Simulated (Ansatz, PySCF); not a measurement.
Molecule: methylsulfanylmethane, C$_{2}$H$_{6}$S, charge 0, multiplicity 1. 
Coordinates optimised at B3LYP-D3(BJ)/def2-TZVP (Ansatz, an electronic-structure program):
```xyz
9

C      0.0016     1.3789    -0.5167
S      0.0002     0.0021     0.6601
C     -0.0019    -1.3822    -0.5079
H      0.0029     2.2993     0.0655
H      0.8930     1.3571    -1.1446
H     -0.8903     1.3593    -1.1440
H     -0.0029    -2.2988     0.0802
H     -0.8938    -1.3644    -1.1353
H      0.8895    -1.3666    -1.1359
```

Total electronic energies in hartree. Correlated levels leave the core frozen unless marked. Spin-orbit coupling is left out. No relativistic terms. CBS(X,Y): correlation extrapolated as X^-3; Hartree-Fock from the larger set. The bracket is a focal-point correction in the basis named.

```tsv
level	program	energy (Eh)
HF/def2-TZVPD	PySCF	-476.79767
PBE/def2-TZVPD	PySCF	[?]
BLYP/def2-TZVPD	Ansatz	-478.00016
r2SCAN-D3(BJ)/def2-TZVPD	Ansatz + dftd3	-477.97491
B3LYP-D4/def2-TZVPD	Ansatz + dftd4	-478.08810
PBE0/STO-3G	Ansatz	[?]
PBE0-D3(BJ)/def2-TZVP	Ansatz + dftd3	[?]
BHLYP-D4/def2-TZVPD	Ansatz + dftd4	-478.00374
TPSSh-D3(BJ)/def2-TZVPD	PySCF + dftd3	-478.09016
TPSSh/def2-TZVPD	PySCF	-478.08365
r2SCANh/def2-TZVPD	Ansatz	-477.96914
CAM-B3LYP-D3(BJ)/def2-TZVPD	Ansatz + dftd3	-478.01934
RI-MP2/cc-pV(T+d)Z	Ansatz	-477.34273
CCSD/aug-cc-pV(D+d)Z	Ansatz	-477.26975
RI-MP2/CBS(aug-cc-pV(T+d)Z,aug-cc-pV(Q+d)Z)+[CCSD(T)-MP2]/aug-cc-pV(T+d)Z	Ansatz	-477.4849
```

### Question
Some entries are withheld; supply them.

### Answer

- PBE/def2-TZVPD, energy (Eh): -477.76566
- PBE0/STO-3G, energy (Eh): -472.44232
- PBE0-D3(BJ)/def2-TZVP, energy (Eh): -477.81856
